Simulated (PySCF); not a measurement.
## Where the electron goes

Compound: C5H5N.
Structure used (PBE0-D3(BJ)/def2-SVP), in Å, numbered top down from 1:
```
atom  x, y, z in Å
C1     3.633   -0.304    0.488
C2     2.446   -0.274    0.223
C3     1.108   -0.239   -0.079
C4    -0.082   -0.219   -0.340
C5    -1.496   -0.156   -0.688
N6    -2.251    0.663    0.242
H7     4.680   -0.331    0.725
H8    -1.899   -1.184   -0.660
H9    -1.557    0.159   -1.754
H10   -3.230    0.680   -0.032
H11   -1.917    1.624    0.214
```

Computed with TDDFT CAM-B3LYP/def2-SVPD, vertical, gas phase, core orbitals frozen in the response (PySCF).

Frontier orbitals with the atoms that hold most of them (Löwdin shares over 4%, at most four atoms; ? is withheld):

```tsv
orbital	ε (eV)	atoms
LUMO+2	1.29	C5 22%, C4 15%, C3 11%, H9 10%
LUMO+1	0.55	C1 24%, C2 21%, C4 20%, C3 16%
LUMO	?	C1 20%, C4 18%, C2 17%, C3 16%
HOMO	-8.34	?
HOMO-1	-8.58	?
HOMO-2	-9.05	N6 57%, C5 10%, C4 6%, H10 5%
HOMO-3	-11.31	C2 31%, C3 26%, C1 20%, C4 14%
```

(1) Give the leading atoms of the HOMO-1.

(2) Which atoms hold the HOMO, and with what shares?

(3) What is the LUMO energy, and the HOMO–LUMO gap?

## Answers

(1) C1 (bonded to C and H) 25%; C4 (bonded to 2 C) 25%; C3 (bonded to 2 C) 21%; C2 (bonded to 2 C) 20%.

(2) C4 (bonded to 2 C) 20%; C1 (bonded to C and H) 20%; C3 (bonded to 2 C) 19%; C2 (bonded to 2 C) 15%.

(3) ε(LUMO) = 0.31 eV; the gap is 8.65 eV (0.3179 hartree).

Task: How does S1 compare with the orbital gap of 8.65 eV?

Result: S1 is at 4.59 eV (f = 0.0001), 4.06 eV below the gap, made of HOMO→LUMO (77%). 

Task: One configuration dominates each of S1 and S3. Which, and how do the shares of the two leading atoms of either orbital change from the occupied to the empty one?

Result: 
- S1 (4.59 eV, f 0.0001), HOMO→LUMO (77%): C4 20% → 18%, C1 20% → 20%
- S3 (4.94 eV, f 0.0003), HOMO-1→LUMO+1 (88%): C1 25% → 24%, C4 25% → 20%, C2 20% → 21%

The run took 98 s on one thread, Arm Neoverse V1, no GPU, on a shared host.

One conformer stands for the species.
